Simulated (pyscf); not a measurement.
methanol (H₃C–OH) + H atom (H•) → water (H₂O) + methyl (CH₃•), a substitution at O (doublet surface; C–O broken, H–O formed). Optimised with ωB97X-D3(BJ)/def2-SVP in PySCF. Correlated levels are frozen-core, on RHF or UHF. ΔMP2 is the change of the MP2 total energy from the triple- to the quadruple-zeta basis. Energies in kcal/mol from the separated reactants.

Small-basis levels: PySCF, no dispersion term, spherical d functions. Open shells are spin-unrestricted. 

| level | barrier | reaction energy |
|---|---|---|
| HF/STO-3G | ___ | -17.0 |
| HF/3-21G | 34.6 | -21.9 |
| MP2/6-31G* | 39.5 | -13.3 |
| BP86/6-31G* | 16.2 | -19.4 |
| PBE/6-31G* | 19.1 | -14.9 |
| B3LYP/3-21G | 10.5 | -16.1 |
| B3LYP/LANL2DZ | 13.1 | -28.2 |
| PBE/def2-SVP | ___ | -16.5 |
| B3LYP/def2-SVP | 21.3 | -21.7 |
| CCSD(T)/def2-TZVPP + ΔMP2(QZVPP) | ___ | -27.7 |

Question: Fill in the missing entries.

Answer: 
- HF/STO-3G, barrier: 38.2
- PBE/def2-SVP, barrier: 18.1
- CCSD(T)/def2-TZVPP + ΔMP2(QZVPP), barrier: 24.4

Against the last row the barrier runs from -13.9 (B3LYP/3-21G) to +15.1 kcal/mol (MP2/6-31G*). CCSD(T)/def2-TZVPP + ΔMP2(QZVPP) has limits of its own. The same reactants have a lower exit, to H₂ + •H₂C–OH (barrier +8.2 kcal/mol at ωB97M-D3(BJ), against +24.4 kcal/mol here). One saddle was located; it need not be the lowest between these sides. The angle at the attacked O is 156°. The CCSD(T) − MP2 part came from Ansatz, without density fitting, on the same reference.
